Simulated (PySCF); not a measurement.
Mapped SMILES: `[CH3:1]/[CH:2]=[CH:3]\[CH:4]=[CH:5]\[CH3:6]`. Hydrogens are named by the atom that carries them.

Geometry: PBE0-D3(BJ)/def2-SVP; GIAO shifts from PySCF 2.14, gas phase, non-relativistic, averaged over equivalent atoms.

At PBE0/pcSseg-1 (152 basis functions, 18 s wall time on 1 thread of an Arm Neoverse V1, shared host):
```json
{"atoms": "C5", "δ (ppm)": "137.1"}
{"atoms": "C3", "δ (ppm)": "136.8"}
{"atoms": "C4", "δ (ppm)": "133.3"}
{"atoms": "C2", "δ (ppm)": "132.2"}
{"atoms": "C6", "δ (ppm)": "21.7"}
{"atoms": "C1", "δ (ppm)": "16.0"}
{"atoms": "H(C4)", "δ (ppm)": "6.55"}
{"atoms": "H(C3)", "δ (ppm)": "6.00"}
{"atoms": "H(C5)", "δ (ppm)": "5.71"}
{"atoms": "H(C2)", "δ (ppm)": "5.41"}
{"atoms": "H(C6)", "δ (ppm)": "1.90"}
{"atoms": "H(C1)", "δ (ppm)": "1.84"}
```

Shifts are taken against calculated references (same method and geometry level): $^{13}$C (σ = 184.41 ppm), $^{1}$H (σ = 31.27 ppm) vs TMS.

Problem. What do these become at WP04/pcSseg-2?

Solution. 
```csv
atoms,δ at WP04/pcSseg-2,change
C5,139.7,+2.6
C3,139.6,+2.8
C4,136.8,+3.5
C2,135.0,+2.8
C6,22.8,+1.1
C1,17.5,+1.5
H(C4),6.36,-0.19
H(C3),5.91,-0.09
H(C5),5.53,-0.18
H(C2),5.23,-0.18
H(C6),1.82,-0.08
H(C1),1.80,-0.04
```

Scale: $^{13}$C (σ = 172.10 ppm) and $^{1}$H (σ = 31.61 ppm) vs TMS (reference shieldings calculated alike).

The largest change is at C4 (alkene CH). Cost: 356 basis functions, 55 s wall time on 1 thread of an Arm Neoverse V1, shared host. The order of the carbon signals is the same at both levels.
